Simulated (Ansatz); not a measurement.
Relaxation of C3H3NO (8 atoms, charge 0, multiplicity 1), to a largest force component of 0.02 eV/Å in at most 50 steps.

Method: RKS PBE0/def2-SVP in Ansatz.

```xyz
8
Properties=species:S:1:pos:R:3
N 0.549 -0.088 1.383
C 0.188 -0.629 0.175
C -0.223 0.079 -0.859
C -0.470 0.722 -1.805
O -0.895 1.323 -2.755
H 0.059 0.876 1.534
H 0.458 -0.664 2.176
H 0.426 -1.676 0.094
```

Question: Where does it end, and by what steps?

Answer: The run converged. After 12 steps the energy has fallen by 0.909 eV; O5 moved furthest, 0.45 Å. The start is strongly strained (largest force component 10 eV/Å).

| step | energy less start (eV) | largest force component (eV/Å) | accepted |
| --- | --- | --- | --- |
| 0 | 0.0000 | 9.928 | yes |
| 1 | -0.6579 | 1.317 | yes |
| 2 | -0.6606 | 1.677 | yes |
| 3 | -0.8275 | 1.436 | yes |
| 4 | -0.8721 | 0.740 | yes |
| 5 | -0.8909 | 0.307 | yes |
| 6 | -0.8943 | 0.506 | yes |
| 7 | -0.8993 | 0.079 | yes |
| 8 | -0.9048 | 0.323 | yes |
| 9 | -0.9076 | 0.130 | yes |
| 10 | -0.9072 | 0.270 | no |
| 11 | -0.9087 | 0.027 | yes |
| 12 | -0.9090 | 0.011 | yes |

```xyz
8
Properties=species:S:1:pos:R:3
N 0.354 -0.166 1.503
C 0.151 -0.432 0.204
C -0.241 0.477 -0.714
C -0.537 0.671 -1.951
O -0.830 0.988 -3.041
H 0.211 0.775 1.848
H 0.648 -0.884 2.150
H 0.337 -1.487 -0.055
```

Whether the end is a true minimum wasn't checked by a vibrational analysis.

Run time: 19 s on 2 threads of Arm Neoverse V2, on a shared host, peak memory 0.16 GiB.
